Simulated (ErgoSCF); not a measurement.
**CHCl (SMILES [CH]Cl) at 6 levels**

Aim: a comparison of 6 runs (UHF/STO-3G, UHF/def2-SVP, UHF/pcseg-2, UBLYP/3-21G, UB3LYP/6-31G*, UPBE0/def2-SVP) of CHCl. 

Program for the calculation: ErgoSCF 3.8.

2 further runs of the same task are left out: 1 that didn't finish, 1 set aside as unsound or not needed.

## 1. The structure to begin with

CHCl has 3 atoms, charge 0, and is taken as a triplet. As SMILES, `[CH]Cl`. The coordinates come from a GFN2-xTB relaxation.

Bond lengths: C1–Cl2 1.629 Å, C1–H3 1.069 Å. Angles: Cl2–C1–H3 126.4°.

## 2. The energy at UHF/STO-3G (run 1)

run.inp reads:

```
set_nthreads(1)
molecule_inline
C  -0.41458701 -0.65367516 -0.29313432
Cl 2.20345846 -0.03845593 1.20332090
H  -1.78887144 0.69213109 -0.91018659
EOF
spin_polarization = 2
tmpdir = "."
scf.max_number_of_iterations = 120
basis = "STO-3G"
charge = 0
scf.use_diagonalization = 1
scf.output_mulliken_pop = 1
run "HF"
```

The basis set STO-3G is read from a file made from the Basis Set Exchange's data (not shown).

On the command line:

```sh
ergo run.inp
```

The program printed:

```text
[...]
INSC SCF_general constructor, number of basis functions: 15
[...]
INSC Energy   1 =       -452.56352940942
[...]
INDE E_LUMO =          0.26040115183
[...]
INSC Energy  13 =       -492.43415524840  ( diff     -0.000000000002046 )
[...]
RESC CONVERGED after  13 iterations.
RESC FINAL ENERGY:       -492.43415524840
RESC FINAL <S2> =          2.01370058603
[...]
INSC SCF: dipole_moment_x [atomic units] =      -0.49202810
INSC SCF: dipole_moment_y [atomic units] =       0.03124939
INSC SCF: dipole_moment_z [atomic units] =      -0.26641128
[...]
```

Wall time 0.85 s (1 thread of Arm Neoverse V2, shared host); peak memory 0.26 GiB.

## 3. The energy at UHF/def2-SVP (run 2)

job.ego reads:

```
set_nthreads(1)
molecule_inline Angstrom
C  -0.219390 -0.345910 -0.155120
Cl 1.166020 -0.020350 0.636770
H  -0.946630 0.366260 -0.481650
EOF
scf.output_mulliken_pop = 1
basis = "def2-SVP"
scf.max_number_of_iterations = 120
tmpdir = "."
scf.use_diagonalization = 1
spin_polarization = 2
run "HF"
```

The basis set def2-SVP is read from a file made from the Basis Set Exchange's data (not shown).

On the command line:

```sh
ergo < job.ego
```

The program printed:

```text
[...]
INSC SCF_general constructor, number of basis functions: 37
[...]
INSC Energy   1 =       -246.79908749182
[...]
INDE E_LUMO =          0.10487748636
[...]
INSC Energy  19 =       -497.66539705566  ( diff     -0.000000000002615 )
[...]
RESC CONVERGED after  19 iterations.
RESC FINAL ENERGY:       -497.66539705566
RESC FINAL <S2> =          2.01766052407
[...]
INSC SCF: dipole_moment_x [atomic units] =      -0.28590484
INSC SCF: dipole_moment_y [atomic units] =       0.19949383
INSC SCF: dipole_moment_z [atomic units] =      -0.13649695
[...]
```

Wall time 4.5 s (1 thread of Arm Neoverse V2, shared host); peak memory 0.26 GiB.

## 4. A single-point energy at UHF/pcseg-2 (run 3)

molecule.xyz reads:

```xyz
3
CHCl
C     -0.219390    -0.345910    -0.155120
Cl     1.166020    -0.020350     0.636770
H     -0.946630     0.366260    -0.481650
```

job.ego reads:

```
set_nthreads(1)
molecule "molecule.xyz"
basis = "pcseg-2"
scf.max_number_of_iterations = 120
scf.use_diagonalization = 1
spin_polarization = 2
tmpdir = "."
scf.output_mulliken_pop = 1
run "HF"
```

The basis set pcseg-2 is read from a file made from the Basis Set Exchange's data (not shown).

On the command line:

```sh
ergo job.ego
```

The program printed:

```text
[...]
INSC SCF_general constructor, number of basis functions: 78
[...]
INSC Energy   1 =       -148.22060545874
[...]
INDE E_LUMO =          0.08069286303
[...]
INSC Energy  18 =       -497.86915101386  ( diff     -0.000000000003638 )
[...]
RESC CONVERGED after  18 iterations.
RESC FINAL ENERGY:       -497.86915101386
RESC FINAL <S2> =          2.02108745641
[...]
INSC SCF: dipole_moment_x [atomic units] =      -0.29454406
INSC SCF: dipole_moment_y [atomic units] =       0.19496092
INSC SCF: dipole_moment_z [atomic units] =      -0.14168774
[...]
```

It took 58 s on 1 thread of Arm Neoverse V2, shared host; peak memory 0.26 GiB.

Runs 4 to 5 aren't shown in full; the table further down has their settings and results.

## 5. The energy at UPBE0/def2-SVP (run 6)

input.ego reads:

```
set_nthreads(1)
basis = "def2-SVP"
XC.sparse_mode = 0
charge = 0
scf.use_diagonalization = 1
scf.max_number_of_iterations = 120
XC.radint = 1e-11
spin_polarization = 2
XC.angint = 41
scf.output_mulliken_pop = 1
tmpdir = "."
molecule_inline Angstrom
C       -0.219390      -0.345910      -0.155120
Cl       1.166020      -0.020350       0.636770
H       -0.946630       0.366260      -0.481650
EOF
run "PBE0"
```

The basis set def2-SVP is read from a file made from the Basis Set Exchange's data (not shown).

On the command line:

```sh
ergo < input.ego
```

The program printed:

```text
[...]
INDF Weighted mixed functional:
[...]
INSC Energy   1 =       -252.33912862998
[...]
INDE E_LUMO =         -0.07604922841
[...]
INSC Energy  17 =       -498.38839925328  ( diff     -0.000000000010232 )
[...]
RESC CONVERGED after  17 iterations.
RESC FINAL ENERGY:       -498.38839925328
RESC FINAL <S2> =          2.00615953393
[...]
INSC SCF: dipole_moment_x [atomic units] =      -0.11042345
INSC SCF: dipole_moment_y [atomic units] =       0.28799420
INSC SCF: dipole_moment_z [atomic units] =      -0.03142123
[...]
```

Wall time 6 s (1 thread of Arm Neoverse V2, shared host); peak memory 0.26 GiB.

## 6. The series

| run | level | integration grid | radint | energy (Eh) | dipole moment (D) | ⟨S²⟩ | wall time |
| --- | --- | --- | --- | --- | --- | --- | --- |
| 1 | UHF/STO-3G | – | – | -492.434155 | 1.42 | 2.014 | 0.85 s |
| 2 | UHF/def2-SVP | – | – | -497.665397 | 0.95 | 2.018 | 4.5 s |
| 3 | UHF/pcseg-2 | – | – | -497.869151 | 0.97 | 2.021 | 58 s |
| 4 | UBLYP/3-21G | Turbo | 1e-11 | -496.278326 | 0.93 | 2.003 | 2.6 s |
| 5 | UB3LYP/6-31G* (spherical functions) | Turbo | 1e-11 | -498.751160 | 0.82 | 2.005 | 9.6 s |
| 6 | UPBE0/def2-SVP | Turbo | 1e-11 | -498.388399 | 0.79 | 2.006 | 6 s |

## 7. Summary of results

| quantity | value |
| --- | --- |
| run 6: total energy | -498.38840 Eh |
| run 6: dipole moment | 0.79 D |
| run 6: ⟨S²⟩ | 2.006 |

The dipole moment (its size) runs from 0.79 D (UPBE0/def2-SVP) to 1.42 D (UHF/STO-3G). The two ends differ in method and basis. Totals of different functionals can't be ranked against each other. In run 1 the basis is minimal, so the values are rough. All runs together took 82 s, the longest 58 s.
